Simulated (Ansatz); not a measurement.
We consider rock-salt MgS, described by r²SCAN+rVV10 (Ansatz, a program for electronic structure, PAW).

Settings: plane-wave cutoff 500 eV, 10×10×10 k mesh, gaussian smearing 0.02 eV, scalar-relativistic PAW data made under PBE.

Cell (relaxed at this level):

```xyz
2
Lattice="0.0000 2.5946 2.5946 2.5946 0.0000 2.5946 2.5946 2.5946 0.0000" Properties=species:S:1:pos:R:3 pbc="T T T"
Mg     0.0000     0.0000     0.0000
S      2.5946     2.5946     2.5946
```

### Question
Predict the band gap.

### Answer

- band gap = 3.45 eV (on the SCF k mesh)

The computed numbers hold no vibrational or temperature effects.

The result took very roughly 15 core-seconds.
